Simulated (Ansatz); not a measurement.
**A computed series for GaAs: pressure series**

Consider GaAs in the zinc blende structure (space group F-43m, No. 216).

```
CELL_PARAMETERS angstrom
      0.00000     2.87279     2.87279
      2.87279     0.00000     2.87279
      2.87279     2.87279     0.00000
ATOMIC_POSITIONS crystal
  Ga 0.00000 0.00000 0.00000
  As 0.25000 0.25000 0.25000
```

Cell and atoms are relaxed at each pressure.

Level of theory: PBE (Ansatz, a program for electronic structure, PAW, no spin-orbit coupling).

| pressure (GPa) | volume per atom (Å³/atom) |
|---|---|
| -2 | 24.583 |
| -1 | 24.123 |
| 0 | 23.709 |
| 2.1 | ? |
| 4.5 | 22.241 |
| 9 | 21.166 |
| 15 | 20.060 |
| 22.5 | 18.999 |
| 30 | 18.160 |

Task: Fit the third-order Birch–Murnaghan form P(V) = (3B₀/2)[(V₀/V)^(7/3) − (V₀/V)^(5/3)]·[1 + (3/4)(B₀′ − 4)((V₀/V)^(2/3) − 1)] (squares taken in P) to the rows shown and predict the withheld row.

Result: Least squares on the printed values gives V₀ = 23.715 Å³/atom, B₀ = 61.1 GPa, B₀′ = 4.5; this predicts 22.969 Å³/atom, and the run gives 22.957 Å³/atom, 0.012 lower.

Measured bulk modulus of GaAs: 76.7 GPa (static lattice; corrected from measurement; as listed in Daniel Mejia-Rodriguez, S. B. Trickey, Phys. Rev. B (2018)); the computed value is 20 % below it.

The mesh was chosen for an insulator and is coarse for the gapless case. Load acts through the strain it causes; cell and atoms are relaxed under it. Stability against distortions was not tested. The final runs are not spin-polarised. Measured, GaAs leaves this structure (for a Cmcm phase) near 15 GPa (room temperature; as listed in arXiv:1906.07825).
